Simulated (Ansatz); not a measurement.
Basis-set extrapolation for OP (`O=[P]`) radical (PBE0-D4/def2-TZVP geometry, frozen core, Ansatz 0.2.0). Multiplicity 2, UHF reference.

|  | def2-TZVPP | def2-QZVPP |
| --- | --- | --- |
| HF | -415.622168 | -415.636674 |
| MP2 correlation | -0.353618 | -0.382276 |
| CCSD(T) correlation | -0.380357 | -0.406850 |

Energies in hartree. Use E(X) = E(∞) + A·exp(−7.88·√X) for Hartree–Fock and E(X) = E(∞) + B·X^(−2.97) for correlation, with X = 3 and 4.

Question: What is the CCSD(T) energy at the basis-set limit?

Answer: HF limit: -415.636674 + (-0.014506) × 0.13774 = -415.63867. Correlation limit: -0.406850 + (-0.026493) × 0.74074 = -0.42647. Total: -416.06514 hartree, 164.4 kJ/mol below CCSD(T)/def2-TZVPP.
